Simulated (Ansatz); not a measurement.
## CH2NSi, SMILES N#C[SiH2]: a saddle search for pyramidal inversion, step by step

Program: Ansatz 0.2.0, Python API.

The cells in order, each with its output:

**Cell 1**
```python
import itertools

import ansatz as az
from ase.data import atomic_numbers, covalent_radii
import numpy as np
```

**Cell 2**
```python
BASIS = 'def2-SVP'
XC = 'PBE0'
```

**Cell 3**
```python
GEOMETRY = '''
N     1.08740   -1.27820    1.64170
C     0.59070   -0.65800    0.72520
Si   -0.13500    0.26650   -0.75590
H    -1.41950   -0.13900   -1.07550
H    -0.07360    1.73510   -0.57680
'''
```

**Cell 4**
```python
geometry = az.Crystal.molecule()
for line in GEOMETRY.strip().splitlines():
    symbol, *xyz = line.split()
    geometry = geometry.atom(symbol, [float(v) for v in xyz])

calculation = (
    geometry.calculation()
    .basis(gaussian=BASIS)
    .functional(XC)
    .spin('collinear', total=1)
)
symbols = [site.symbol for site in geometry.cartesian_sites]
start = np.array([site.position_ang for site in geometry.cartesian_sites], dtype=float)
data = calculation.relax(force_tolerance=0.005).run(threads=1, backend='cpu').report
end = np.array(data['positions_ang'])

# start with the apex atom pushed most of the way into the plane of its neighbours
a, b, d = end[[1, 3, 4]]
normal = np.cross(b - a, d - a)
normal /= np.linalg.norm(normal)
flat = end.copy()
flat[2] -= 0.8 * ((end[2] - a) @ normal) * normal
guess = np.zeros_like(flat)
guess[2] = normal
near = az.Crystal.molecule()
for symbol, place in zip(symbols, flat):
    near = near.atom(symbol, place.tolist())
search = (
    near.calculation()
    .basis(gaussian=BASIS)
    .functional(XC)
    .spin('collinear', total=1)
    .saddle(mode_guess=guess.tolist(), force_tolerance=0.01, max_steps=40)
)
steps = []
top = search.session().plan().execute(on_event=lambda e: steps.append(e['data']) if e['event'] == 'saddle_step' else None).report
for s in steps:
    print(f'step {s["step"]:2d}  E = {s["lagrangian_ev"]:.5f} eV  force {s["allowed_force_max_ev_ang"]:.4f} eV/A  curvature {s["curvature_ev_ang2"]:.3f} eV/A^2')
print(f'minimum {data["free_energy_ev"]:.5f} eV, saddle {top["free_energy_ev"]:.5f} eV')
print(f'electronic barrier {96.485332 * (top["free_energy_ev"] - data["free_energy_ev"]):.2f} kJ/mol')
saddle = np.array(top['positions_ang'])
# pairs closer than 1.2 times the sum of covalent radii, before or after
radius = [covalent_radii[atomic_numbers[s]] for s in symbols]
span = lambda where, i, j: np.linalg.norm(where[i] - where[j])
bonded = [(i, j) for i, j in itertools.combinations(range(len(symbols)), 2) if min(span(end, i, j), span(saddle, i, j)) < 1.2 * (radius[i] + radius[j])]
print('pair        before    after (A)')
for i, j in bonded:
    print(f'{symbols[i]}{i}-{symbols[j]}{j}'.ljust(10), f'{span(end, i, j):8.4f} {span(saddle, i, j):8.4f}')
```
Output:
```text
step  1  E = -10423.93952 eV  force 1.3901 eV/A  curvature -6.990 eV/A^2
step  2  E = -10424.01314 eV  force 0.5444 eV/A  curvature -6.213 eV/A^2
step  3  E = -10424.03952 eV  force 0.2806 eV/A  curvature -5.317 eV/A^2
step  4  E = -10424.04430 eV  force 0.0673 eV/A  curvature -5.234 eV/A^2
step  5  E = -10424.04567 eV  force 0.0511 eV/A  curvature -5.313 eV/A^2
step  6  E = -10424.04534 eV  force 0.1464 eV/A  curvature -5.360 eV/A^2
step  7  E = -10424.04568 eV  force 0.0064 eV/A  curvature -5.366 eV/A^2
minimum -10424.24532 eV, saddle -10424.04569 eV
electronic barrier 19.26 kJ/mol
pair        before    after (A)
N0-C1        1.1627   1.1654
C1-Si2       1.8402   1.8089
Si2-H3       1.4876   1.4736
Si2-H4       1.4876   1.4736
```

Notes:
- The settings weren't tested for convergence.
- The energies are electronic: no zero-point or thermal terms, and the basis set is short of its limit. No separate frequency run checks the order of the saddle point.
- The run takes the species as open-shell (spin multiplicity 2), which needn't be its ground state.
- Wall time of the script: 83 s on 1 thread of Arm Neoverse V1, with other jobs on the host, peak memory 0.21 GiB.
